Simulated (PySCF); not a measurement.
The vertical singlet excitations below were computed for one of the candidates. Theory: TDDFT CAM-B3LYP/def2-SVPD, vertical, gas phase, core orbitals frozen in the response in PySCF. Geometries: PBE0-D3(BJ)/def2-SVP, one conformer each.

| state | ν̃ (cm⁻¹) | f | main configurations (H = HOMO, L = LUMO) |
| --- | --- | --- | --- |
| S1 | 20540 | 0.0000 | H→L (99%) |
| S2 | 46040 | 0.287 | H-1→L (94%) |
| S3 | 49310 | 0.082 | H→L+1 (72%), H→L+2 (11%), H→L+5 (8%) |
| S4 | 50950 | 0.0039 | H-3→L (43%), H-2→L (42%), H-5→L (10%) |
| S5 | 53230 | 0.0057 | H→L+4 (77%) |
| S6 | 55240 | 0.0063 | H-3→L (32%), H-2→L (24%), H-4→L (20%) |

Task: Which candidate is it? All have the formula C5H10S.
A. `C1(CSC1)CC`
B. `C(CSC=C)C`
C. `CCCC(C)=S`

Result: C. Its S1, at 2.55 eV, is the lowest among the candidates; the nearest of the others has S1 at 4.65 eV. S1 is HOMO→LUMO (99%). S1 has the pattern of n→π* at C=S. At the same level the other candidates give, for their lowest levels:
- `C=CSCCC`: 5.62 eV (f 0.051); 5.77 eV (f 0.182); 6.03 eV (f 0.005); 6.38 eV (f 0.021); 6.83 eV (f 0.021); HOMO -7.46, LUMO 1.15 eV
- `CCC1CSC1`: 4.65 eV (f 0.000); 5.94 eV (f 0.026); 6.28 eV (f 0.008); 6.57 eV (f 0.046); 7.12 eV (f 0.035); HOMO -7.62, LUMO 0.94 eV

Conformer computed: `[CH3:1][CH2:2][CH2:3][C:4]([CH3:5])=[S:6]`: C1–C2–C3–C4 -177°, C2–C3–C4–C5 -75°.
